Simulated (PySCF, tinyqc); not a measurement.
Orbital energy against energy difference: ionisation energy by orbital energies and by energy differences in the cc-pvdz basis, for CH2, spin multiplicity 1. Computed by the program tinyqc with PySCF. The cation is unrestricted; errors are against CCSD(T) in this basis, not against experiment.

Geometry (angstrom):
```
atom       x        y       z
C     0.0000   0.0000  0.0000
H     0.0000   0.8890  0.4850
H     0.0000  -0.9700  0.5300
```

CCSD(T) difference in the same basis = 9.4508 eV

IP-EOM-CCSD = 9.4231 eV

First vertical ionisation energy (eV):
```
method     -e(HOMO)  E(cation) - E  error of -e(HOMO)  error of the difference
HF           9.7620       8.291577             0.3112                  -1.1592
LDA          5.3688       9.540136            -4.0820                   0.0893
PBE          4.7023       9.560901            -4.7485                   0.1101
B3LYP        5.9388       9.660685            -3.5120                   0.2099
PBE0         6.1904       9.504807            -3.2604                   0.0540
CAM-B3LYP    7.6691       9.651998            -1.7818                   0.2012
LC-wPBE      9.1923       9.612735            -0.2585                   0.1619
```

What does the comparison show, and why?

Koopmans errs by +0.31 eV and Delta-HF by -1.16 eV: relaxation, 1.47 eV, lowers the value and the missing correlation difference works against it. The PBE level is off by -4.7 eV through the wrong tail of its potential, though its energy difference is off by +0.11 eV; exact exchange deepens the level, and among the orbital energies LC-wPBE comes closest; among the differences PBE0 does. The restricted reference is unstable here: a spin-polarised solution lies 0.0307 hartree lower (PySCF), so results built on it describe a poor reference.
